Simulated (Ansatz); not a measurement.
# BNH₂ (triplet): from Hartree-Fock to the top rungs, def2-QZVPP

The task here is to estimate one member of a computed series from the others.

Computed with Ansatz 0.2.0, Gaussian basis. Level: def2-QZVPP, core rule «outside noble gas», up to 2 orbitals frozen.

The runs, in order: UHF; ROHF; CCSD(T) on UHF.

2 further runs of the same task are left out: 2 set aside as unsound or not needed.

## The system

The geometry is a PBE0/def2-TZVP stationary point (not a proven minimum).

4 atoms, charge 0, spin multiplicity 3.

Atoms are counted from 1 here; the program's logs count them from 0.

Bond lengths: B1–N2 1.367 Å, N2–H3 1.012 Å, N2–H4 1.012 Å. Angles: B1–N2–H3 123.8°, B1–N2–H4 123.8°, H3–N2–H4 112.4°.

The first run:

File in.yaml:

```yaml
crystal:
  periodic: [false, false, false]
  atoms:
    - {symbol: B, position_ang: [0.000000, 0.000000, 0.858848]}
    - {symbol: N, position_ang: [0.000000, 0.000000, -0.508608]}
    - {symbol: H, position_ang: [0.000000, -0.840950, -1.072031]}
    - {symbol: H, position_ang: [0.000000, 0.840950, -1.072031]}
basis:
  gaussian: {orbitals: "def2-QZVPP.json"}
magnetization: {spin_polarized: true, initial_magnetization: 2}
hamiltonian: {xc: hf}
output: {orbitals: {seedname: orbitals}}
```

On the command line:

```bash
> ansatz run in.yaml --threads 1 --pin off --events-out ev --progress --plain --max-ram 2393MiB
```

Steps of the session up to this table: UHF; ROHF; CCSD(T) on UHF.

One table of the session follows, with a row left open; its other results are not shown here.

```
  method  from UCCSD(T) (kcal/mol)
    ROHF                   +192.94
     UHF                   +191.36
    UMP2                         ?
   UCCSD                     +7.50
UCCSD(T)                         0
```

Estimate the missing values for UMP2.

The run gave: from UCCSD(T) (kcal/mol): +15.21. In the column «from UCCSD(T) (kcal/mol)» it lies between UCCSD (+7.50) and UHF (+191.36).
